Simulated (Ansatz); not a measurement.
Species: CN, SMILES `[C-]#[N+]` (charge 0, multiplicity 2).

**Question.** Give a relaxed geometry from PBE0-D4/def2-TZVP run with Ansatz (a quantum-chemistry and plane-wave program).

**Answer.** the end point of this relaxation (outside a Z-matrix the atoms follow the SMILES, hydrogens last).
Cartesian coordinates (Å) in one orientation:
```xyz
2

C      0.580     0.000     0.000
N     -0.580     0.000     0.000
```
